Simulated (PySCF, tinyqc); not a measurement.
Inside a calculation. Method: CISD on RHF in the sto-3g basis, frozen core, for BH, spin multiplicity 1. The lowest restricted solution is unstable here: a spin-polarised one lies 0.0096 hartree lower (PySCF). One step of it, computed by the program tinyqc.

Task: CISD: determinants and Hamiltonian. Slater-Condon rules over spin orbitals, with the nuclear repulsion and the energy of the frozen orbital added and E(HF) subtracted on the diagonal. Only determinants linked to the reference directly or through others are kept (one block of an abelian symmetry group), so some states are absent.

one-electron integrals dressed by the frozen orbital, h + 2 (pq|11) - (p1|1q) (hartree):
```
,2,3,4,5,6
2,-1.879897,0.018676,0.000000,0.000000,0.124676
3,0.018676,-1.562847,0.000000,0.000000,-0.028425
4,0.000000,0.000000,-1.518077,0.000000,0.000000
5,0.000000,0.000000,0.000000,-1.518077,0.000000
6,0.124676,-0.028425,0.000000,0.000000,-1.191243
```

energy of the frozen orbital, 2 h_11 + (11|11) = -22.53698308 hartree

Two-electron integrals over orbitals (pq|rs), unique and non-zero (hartree); the lowest 1 orbital is frozen and left out:
```
p,q,r,s,(pq|rs)
2,2,2,2,0.561112
3,2,2,2,-0.069310
3,2,3,2,0.076644
3,3,2,2,0.420808
3,3,3,2,0.050634
3,3,3,3,0.550090
4,2,4,2,0.062445
4,3,4,2,0.044142
4,3,4,3,0.060483
4,4,2,2,0.457125
4,4,3,2,0.052110
4,4,3,3,0.497747
4,4,4,4,0.586773
5,2,5,2,0.062445
5,3,5,2,0.044142
5,3,5,3,0.060483
5,4,5,4,0.031630
5,5,2,2,0.457125
5,5,3,2,0.052110
5,5,3,3,0.497747
5,5,4,4,0.523513
5,5,5,5,0.586773
6,2,2,2,-0.008607
6,2,3,2,-0.052187
6,2,3,3,-0.025205
6,2,4,4,-0.093506
6,2,5,5,-0.093506
6,2,6,2,0.119403
6,3,2,2,-0.048150
6,3,3,2,0.065658
6,3,3,3,0.072537
6,3,4,4,0.048040
6,3,5,5,0.048040
6,3,6,2,-0.056458
6,3,6,3,0.082886
6,4,4,2,-0.035386
6,4,4,3,-0.011114
6,4,6,4,0.031453
6,5,5,2,-0.035386
6,5,5,3,-0.011114
6,5,6,5,0.031453
6,6,2,2,0.561459
6,6,3,2,-0.063936
6,6,3,3,0.456335
6,6,4,4,0.468592
6,6,5,5,0.468592
6,6,6,2,0.007049
6,6,6,3,-0.041654
6,6,6,6,0.599618
```

nuclear repulsion = 2.03217055 hartree

Hartree-Fock energy = -24.74915673 hartree

Give: determinants; H - E(HF) between determinants.

Result:

Occupation strings over the orbitals (2 doubly, a alpha, b beta, 0 empty; spin orbitals ordered 1a 1b 2a 2b ...): 222000 22a00b 2a200b 22b00a 2b200a 220200 2ab200 220020 2ab020 220002 2ab002 2ba200 202200 2ba020 202020 2ba002 202002

H - E(HF) between determinants (hartree):
```
,222000,22a00b,2a200b,22b00a,2b200a,220200,2ab200,220020,2ab020,220002,2ab002,2ba200,202200,2ba020,202020,2ba002,202002
222000,0.0000,0.0000,0.0000,0.0000,0.0000,0.0605,-0.0441,0.0605,-0.0441,0.0829,0.0565,0.0441,0.0624,0.0441,0.0624,-0.0565,0.1194
22a00b,0.0000,0.5164,0.0075,-0.0829,0.0565,-0.0111,0.0000,-0.0111,0.0000,-0.1142,0.0657,-0.0354,0.0000,-0.0354,0.0000,0.0323,0.0522
2a200b,0.0000,0.0075,0.7538,0.0565,-0.1194,0.0000,0.0111,0.0000,0.0111,-0.0657,-0.0065,0.0000,-0.0354,0.0000,-0.0354,0.0522,0.0157
22b00a,0.0000,-0.0829,0.0565,0.5164,0.0075,0.0111,-0.0354,0.0111,-0.0354,0.1142,0.0323,0.0000,0.0000,0.0000,0.0000,0.0657,-0.0522
2b200a,0.0000,0.0565,-0.1194,0.0075,0.7538,0.0000,0.0000,0.0000,0.0000,0.0657,0.0522,0.0111,0.0354,0.0111,0.0354,-0.0065,-0.0157
220200,0.0605,-0.0111,0.0000,0.0111,0.0000,0.2999,0.0094,0.0316,0.0000,0.0315,0.0000,-0.0094,0.0766,0.0000,0.0000,0.0000,0.0000
2ab200,-0.0441,0.0000,0.0111,-0.0354,0.0000,0.0094,0.5598,0.0000,0.0316,0.0000,0.0315,-0.0766,0.1294,0.0000,0.0000,0.0000,0.0000
220020,0.0605,-0.0111,0.0000,0.0111,0.0000,0.0316,0.0000,0.2999,0.0094,0.0315,0.0000,0.0000,0.0000,-0.0094,0.0766,0.0000,0.0000
2ab020,-0.0441,0.0000,0.0111,-0.0354,0.0000,0.0000,0.0316,0.0094,0.5598,0.0000,0.0315,0.0000,0.0000,-0.0766,0.1294,0.0000,0.0000
220002,0.0829,-0.1142,-0.0657,0.1142,0.0657,0.0315,0.0000,0.0315,0.0000,1.2698,-0.1220,0.0000,0.0000,0.0000,0.0000,0.1220,0.0766
2ab002,0.0565,0.0657,-0.0065,0.0323,0.0522,0.0000,0.0315,0.0000,0.0315,-0.1220,1.2728,0.0000,0.0000,0.0000,0.0000,-0.0766,-0.0021
2ba200,0.0441,-0.0354,0.0000,0.0000,0.0111,-0.0094,-0.0766,0.0000,0.0000,0.0000,0.0000,0.5598,-0.1294,0.0316,0.0000,0.0315,0.0000
202200,0.0624,0.0000,-0.0354,0.0000,0.0354,0.0766,0.1294,0.0000,0.0000,0.0000,0.0000,-0.1294,1.0894,0.0000,0.0316,0.0000,0.0315
2ba020,0.0441,-0.0354,0.0000,0.0000,0.0111,0.0000,0.0000,-0.0094,-0.0766,0.0000,0.0000,0.0316,0.0000,0.5598,-0.1294,0.0315,0.0000
202020,0.0624,0.0000,-0.0354,0.0000,0.0354,0.0000,0.0000,0.0766,0.1294,0.0000,0.0000,0.0000,0.0316,-0.1294,1.0894,0.0000,0.0315
2ba002,-0.0565,0.0323,0.0522,0.0657,-0.0065,0.0000,0.0000,0.0000,0.0000,0.1220,-0.0766,0.0315,0.0000,0.0315,0.0000,1.2728,0.0021
202002,0.1194,0.0522,0.0157,-0.0522,-0.0157,0.0000,0.0000,0.0000,0.0000,0.0766,-0.0021,0.0000,0.0315,0.0000,0.0315,0.0021,1.5454
```
